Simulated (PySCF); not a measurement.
disilane cation (H₆Si₂), SMILES [SiH3][SiH3] (connectivity only; charge and spin as stated), charge +1, multiplicity 2.

The structure is a stationary point at PBE-D3(BJ)/def2-TZVP. The spin state was assumed, not searched.

These are PySCF with PBE-D3(BJ)/def2-TZVP values and carry that method's errors.

Frequencies are harmonic and unscaled.

Modes within 1.5 cm⁻¹ of each other (mostly degenerate sets) share a row, with their intensities summed.

| mode | ν (cm⁻¹) | IR (km/mol) | moving atoms (share of kinetic energy) |
|---|---|---|---|
| 1 | 112 | 0.0 | H 100 % |
| 2 | 201 | 0.0 | Si 91 %, H 9 % |
| 3–4 | 222 | 0.0 | H 100 % |
| 5–6 | 280 | 0.0 | H 92 %, Si 8 % |
| 7 | 678 | 267.9 | H 90 %, Si 10 % |
| 8 | 736 | 0.0 | H 91 %, Si 9 % |
| 9–10 | 878 | 0.0 | H 96 % |
| 11–12 | 888 | 168.1 | H 96 % |
| 13 | 2174 | 2.8 | H 100 % |
| 14 | 2175 | 0.0 | H 100 % |
| 15–16 | 2233 | 0.0 | H 95 % |
| 17–18 | 2241 | 4.4 | H 95 % |
